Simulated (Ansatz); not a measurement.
```yaml
crystal:
  periodic: [false, false, false]
  atoms:
    - {symbol: N, position_ang: [-0.444918, 0.947959, 1.308253]}
    - {symbol: C, position_ang: [0.417460, 0.428864, 0.817346]}
    - {symbol: F, position_ang: [1.702812, 0.551746, 1.156216]}
    - {symbol: C, position_ang: [0.263487, -0.555310, -0.534102]}
    - {symbol: O, position_ang: [-0.894418, -0.664575, -0.911339]}
    - {symbol: H, position_ang: [-1.449352, 0.767133, 0.919434]}
    - {symbol: H, position_ang: [0.855123, -0.266324, -1.222416]}
    - {symbol: H, position_ang: [0.555408, -1.627727, -0.255364]}
    - {symbol: H, position_ang: [-1.254943, 0.314586, -1.468466]}
basis:
  gaussian: {orbitals: def2-mTZVPP}
hamiltonian: {xc: {name: B3LYP5}}
relax: {f_tol: 0.0001, max_steps: 2}
output: {forces: true}
```

```sh
$ ansatz run in.yaml --threads 2 --pin off --events-out ev --progress --plain --max-ram 4352MiB
```

(1) How does Ansatz answer? (Estimate.)

Answers

(1) Ansatz gave: The run did not converge.
```
Functional definition: B3LYP5
1057 factors; their error is unknown
mean field evaluation 1: about -8378.0480 eV, gradient 7.5e1 eV
mean field evaluation 2: about -8365.1613 eV, gradient 1.1e2 eV
mean field evaluation 4: about -8388.5048 eV, gradient 5.8e0 eV
mean field evaluation 8: about -8388.5732 eV, gradient 2.1e-1 eV
mean field evaluation 16: about -8388.5733 eV, gradient 2.9e-5 eV
mean field -8388.57325329 eV, -308.2743810791 hartree, gradient 2.9e-5 eV, S^2 0.000000; 0 other end points of the search recorded, 0 dependent functions left out
reference -8388.57345039 eV, -308.2743883226 hartree; 20, 20 occupied and 110, 110 virtual orbitals, 1057 factors
relax step   1: F+E_penalty+E_count = -8388.57325329 eV  Δ(F+E_penalty+E_count) = +0.000e0 eV  max|allowed force component| = 1.214e1 eV/Å  Δτ_max = 0.0000 Å  (28 SCF iters, accepted)
1057 factors; their error is unknown
mean field -8391.34805799 eV, -308.3763532712 hartree, gradient 1.4e-5 eV, S^2 0.000000; 0 other end points of the search recorded, 0 dependent functions left out
reference -8391.34825648 eV, -308.3763605655 hartree; 20, 20 occupied and 110, 110 virtual orbitals, 1057 factors
relax step   2: F+E_penalty+E_count = -8391.34805799 eV  Δ(F+E_penalty+E_count) = -2.775e0 eV  max|allowed force component| = 3.906e0 eV/Å  Δτ_max = 0.1242 Å  (38 SCF iters, accepted)
Error: geometry relaxation did not converge after 2 steps: max|allowed force component| = 3.91e0 eV/Å (threshold 1.0e-4). Raise `relax.max_steps` over both its present limit and 2, loosen `relax.f_tol`, or start from a geometry closer to equilibrium. Where this run's directory can be resumed (`checkpoint.write`), a resume goes on for up to `relax.max_steps` more
```

B3LYP here is the variant with VWN-RPA as its local correlation; programs differ in this.
